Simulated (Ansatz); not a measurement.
## Two structures, one formula

Two relaxed structures of MgAlH₃, singlet (PBE0-D4/def2-TZVP; forces vanish, vibrations not checked).

A:

| atom | x (Å) | y (Å) | z (Å) |
| --- | --- | --- | --- |
| Mg1 | 0.5464 | -1.3121 | 0.8458 |
| Al2 | -0.3595 | 0.8608 | -0.5557 |
| H3 | 1.1147 | -2.6711 | 1.7239 |
| H4 | -1.7007 | 0.8508 | -1.4318 |
| H5 | 0.3990 | 2.2715 | -0.5822 |

B:

Mg1  (-0.961, 0.521, -0.824)
Al2  (0.371, -1.120, 0.659)
H3  (1.665, -1.314, 1.581)
H4  (-1.875, 1.556, -1.808)
H5  (0.693, 0.614, 0.226)
(Å)

Ansatz 0.2.0; basis: def2-TZVPP; cores frozen in the correlated methods. The outer core shell of Li, Na, Mg and K is correlated. The def2 sets are not built for correlating such inner shells, so the correlated values are less sure here. B3LYP uses VWN-RPA correlation.

Which structure is lower at CCSD(T), and by how much? (To be estimated.)

The calculation gives: A, by 12.37 kcal/mol (electronic energy, against the other). By their contacts, A is MgAlH₃ ([MgH][AlH2]) and B is MgAlH₃ ([H]1[MgH][AlH]1).

All methods give the same order:

| method | E(B) − E(A) (kcal/mol) |
| --- | --- |
| PBE-D4 | 11.15 |
| r2SCAN-D4 | 11.23 |
| PBE0-D4 | 12.36 |
| B3LYP-D4 | 12.63 |
| wB97M-V | 11.41 |
| HF | 16.68 |
| MP2 | 13.56 |
| CCSD | 12.89 |
| CCSD(T) | 12.37 |

The T1 diagnostic stays at or below 0.011. The restricted Hartree–Fock reference is unstable towards an unrestricted one at one or more of these structures.

Labels in which every atom is bracketed show which atoms are joined, not bond orders.

For scale, one of the runs: CCSD(T)/def2-TZVPP, 116 basis functions, launched by `ansatz run in.yaml --threads 2 --pin off --events-out ev --progress --plain --max-ram 4352MiB`. Hardware: 2 CPU threads of an Arm Neoverse V2, shared host. Wall time about 4.6 s.
